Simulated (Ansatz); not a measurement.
```yaml
crystal:
  periodic: [false, false, false]
  atoms:
    - {symbol: W, position_ang: [0.000001, 0.000238, 0.138165]}
    - {symbol: O, position_ang: [0.558574, 1.738644, 0.843281]}
    - {symbol: O, position_ang: [-0.558560, -1.735733, 0.849266]}
    - {symbol: Cl, position_ang: [-0.968782, 1.926419, -0.743443]}
    - {symbol: Cl, position_ang: [0.968770, -1.928965, -0.736828]}
basis:
  gaussian: {orbitals: def2-TZVP}
magnetization: {spin_polarized: true, initial_magnetization: 6}
hamiltonian: {xc: pbe0}
relax: {f_tol: 0.004, max_steps: 80}
```

```sh
$ ansatz run in.yaml --threads 1 --pin off --events-out ev --progress --plain --max-ram 2176MiB
```

Steps of the relaxation (energy above the last step; positions in Å, forces in eV/Å):

```
5
step 1, 132.4 meV
W     0.000    0.000    0.138    0.000   -0.001   -0.491
O     0.559    1.739    0.843    0.496    0.290    0.660
O    -0.559   -1.736    0.849   -0.496   -0.288    0.661
Cl   -0.969    1.926   -0.743   -0.459    0.190   -0.415
Cl    0.969   -1.929   -0.737    0.459   -0.191   -0.414
```

```
5
step 2, 56.4 meV
W     0.000    0.000    0.101    0.000    0.000   -0.269
O     0.573    1.726    0.876    0.211    0.017    0.259
O    -0.573   -1.723    0.882   -0.211   -0.016    0.259
Cl   -0.993    1.941   -0.758   -0.181   -0.002   -0.125
Cl    0.993   -1.944   -0.751    0.181    0.002   -0.125
```

```
5
step 3, 26.5 meV
W     0.000    0.000    0.044    0.000    0.000   -0.100
O     0.605    1.688    0.900    0.025    0.013   -0.005
O    -0.605   -1.685    0.906   -0.025   -0.013   -0.005
Cl   -1.034    1.943   -0.753   -0.016   -0.003    0.054
Cl    1.034   -1.946   -0.746    0.016    0.003    0.054
```

```
5
step 5, 3.9 meV
W     0.000    0.000   -0.131    0.000    0.000    0.205
O     0.719    1.611    0.786   -0.100   -0.188   -0.098
O    -0.719   -1.608    0.792    0.100    0.187   -0.099
Cl   -1.179    1.983   -0.552   -0.003    0.027   -0.004
Cl    1.179   -1.984   -0.545    0.003   -0.027   -0.004
```

```
5
step 7, 0.2 meV
W     0.000    0.000   -0.162    0.000    0.000    0.011
O     0.713    1.584    0.775   -0.010   -0.008   -0.014
O    -0.713   -1.581    0.780    0.010    0.008   -0.014
Cl   -1.193    1.996   -0.525    0.024   -0.032    0.008
Cl    1.193   -1.998   -0.518   -0.024    0.032    0.008
```

```
5
step 10, 0.0 meV
W     0.000    0.000   -0.153    0.000    0.000    0.001
O     0.711    1.589    0.777    0.000    0.000    0.000
O    -0.711   -1.586    0.782    0.000    0.000    0.000
Cl   -1.187    1.993   -0.531    0.000    0.000    0.000
Cl    1.187   -1.995   -0.525    0.000    0.000    0.000
```

Close pairs at the end: W1–O2 1.974 Å, W1–O3 1.974 Å, O2–Cl4 2.341 Å, O3–Cl5 2.341 Å, W1–Cl4 2.351 Å, W1–Cl5 2.351 Å.

A stationary point of unrestricted PBE0 after 10 steps, with ⟨S²⟩ = 12.035 against 12.00 for a pure state; no frequencies were run, so it isn't proven a minimum. 11 min on 1 thread of AMD EPYC 7R43, shared host.
